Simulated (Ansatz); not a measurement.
**BH$_{2}$⁻, singlet in 6-31++G**: errors against full CI**

Geometry: a point of a breathe scan, not a stationary point.

```yaml
atoms:
  - { symbol: B, position_ang: [0.0000, -0.1815, 0.0000] }
  - { symbol: H, position_ang: [0.0000, 0.9732, -1.4255] }
  - { symbol: H, position_ang: [0.0000, 0.9732, 1.4255] }
```

Basis 6-31++G** (Cartesian d functions); Ansatz 0.2.0. Correlated methods freeze the noble-gas cores, which leaves 6 electrons in 30 orbitals. R marks a restricted (for open shells ROHF) determinant. Active spaces: pair = (2e, 2o) about the gap; valence = (6e, 6o) chosen from the atoms' valence shells.

Full CI is exact within this basis and frozen core; it isn't the basis-set limit.

The UHF ⟨S²⟩ is 0.436, the T1 diagnostic (RCCSD) is 0.0250 and the largest doubles amplitude (RCCSD) is 0.075.

**Question.** From what is known of these methods and the diagnostics, rank them by the size of their error in total energy against full CI in 6-31++G**, smallest first (an estimate: the text doesn't fix the numbers).
A. MRCISD+Q (pair space)
B. NEVPT2 (pair space)
C. RCCSDT(Q)
D. CISD
E. NEVPT4(SD) (valence space)

**Answer.** C (0.0 kJ/mol), A (2.4 kJ/mol), E (8.3 kJ/mol), D (32.1 kJ/mol), B (81.1 kJ/mol).

All errors are against full CI in 6-31++G**. Below it: RCCSDT(Q), MRCISD+Q (pair space). Within each family the higher level lies nearer, as is usual though not guaranteed.

The full-CI state has the irrep A1 of C2v, in the program's axes.

Natural occupations of full CI about the gap: 1.937 1.915 1.869 0.077 0.073 0.061 0.026 0.012 0.008 0.004; effectively unpaired electrons, Σ n²(2−n)², 0.16.
